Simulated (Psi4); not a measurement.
# CH5N (SMILES C=N.[H][H]): r2SCAN/def2-TZVP (density fitting, counterpoise cp, fragments set)

Wanted: the interaction energy of CH5N. 

The calculation is run with Psi4 1.11.

9 further runs of the same task are left out: 9 set aside as unsound or not needed.

### Step 1. The system as given

The species is CH5N (7 atoms), meant as a singlet with charge 0. As SMILES, `C=N.[H][H]`.

Bond lengths: C1–N2 1.261 Å, C1–H3 1.096 Å, C1–H4 1.092 Å, N2–H5 1.021 Å, H6–H7 0.746 Å. Angles: C1–N2–H5 111.0°, N2–C1–H3 124.9°, N2–C1–H4 118.8°, H3–C1–H4 116.3°.

### Step 2. The interaction energy at r2SCAN/def2-TZVP (density fitting, counterpoise cp, fragments set)

ch5n.in reads:

```
memory 1600 mb

molecule {
  0 1
  C     -0.037200    -0.386520     0.038000
  N      0.623200     0.654280    -0.225900
  H     -1.090200    -0.400620     0.342700
  H      0.457500    -1.356920    -0.036200
  H      0.046700     1.489780    -0.118600
  --
  0 1
  H      1.431620     1.460540     1.707210
  H      1.989730     1.829050     1.376380
  units angstrom
  symmetry c1
  no_reorient
  no_com
}

set reference rks

result, w = energy("r2scan/def2-TZVP", bsse_type='cp', return_wfn=True)
```

The run is started by

```bash
$ psi4 ch5n.in ch5n.out -n 1
```

**Question.** What will come out? Wanted: interaction energy.

Computed results:

Level: r2SCAN/def2-TZVP (density fitting, counterpoise cp, fragments set).

| quantity | value |
| --- | --- |
| interaction energy | 19.11 kJ/mol |
